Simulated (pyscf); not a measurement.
PySCF, gas phase, ωB97X-D3(BJ)/def2-SVP geometries. MP2 and CC: frozen core, UHF for open shells. ΔMP2 is the change of the MP2 total energy from the triple- to the quadruple-zeta basis.

### Question
How much does it cost (ΔH, 298 K, CCSD(T)/def2-TZVPP + ΔMP2(QZVPP)) to split H₃Si–NH–SiH₂–Cl at its Cl–Si bond into •H₂Si–NH–SiH₃ + Cl•?

### Answer
Cl–Si to •H₂Si–NH–SiH₃ + Cl•: 4.90 eV. Other isomers of •H₂Si–NH–SiH₃ were not searched in full and may lie lower. The CCSD(T) − MP2 part came from Ansatz, without density fitting, on the same reference. Left out: the spin-orbit lowering of Cl.
